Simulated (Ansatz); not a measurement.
**Loss of HCl: C3H7Cl → C3H6 + HCl**

Species: C3H7Cl (2-chloropropane) `CC(C)Cl`, singlet; C3H6 (propene) `C=CC`, singlet; HCl (hydrogen chloride), singlet. 

Shapes, held fixed at every level: PBE0-D4/def2-TZVP. Programs: Ansatz 0.2.0. The zero-point and thermal change to 298 K, harmonic and unscaled (PBE0-D4/def2-TZVP), is -15.9 kJ/mol.

Problem. Estimate the reaction enthalpy at 298 K.

Solution. From tabulated heats of formation (Active Thermochemical Tables, CRC Handbook of Chemistry and Physics), ΔH(298 K) = +73.1 kJ/mol. Nearest: CCSD/def2-SVP (-0.3); farthest: r2SCAN0-D4/def2-TZVPP (+16.2). 7 of 8 levels lie within 10 kJ/mol. The heats of C3H7Cl come from older tables and can be uncertain by 10 kJ/mol or more. The CBS estimate extrapolates MP2 from def2-TZVPP and def2-QZVPP and adds CCSD(T) − MP2 in the triple-zeta set, cores frozen. Times are processor times on shared x86 and Arm servers, and rough.

```csv
level,kind,ΔH (kJ/mol),computed − measured,CPU time (all species)
BHLYP-D4/def2-TZVPP,global hybrid,+77.6,+4.5,11 s
r2SCAN0-D4/def2-TZVPP,global hybrid,+89.3,+16.2,19 s
wB97M-V/def2-TZVPP,range-separated hybrid,+79.2,+6.1,40 s
B2PLYP/def2-TZVPP,double hybrid,+66.6,-6.5,19 s
MP2/def2-TZVPP,perturbation theory,+83.1,+10.0,–
CCSD/def2-SVP,coupled cluster or CI,+72.8,-0.3,–
CCSD(T)/def2-TZVPP,coupled cluster or CI,+72.0,-1.1,14 min
CCSD(T)/CBS estimate,coupled cluster or CI,+75.8,+2.7,15 min
```
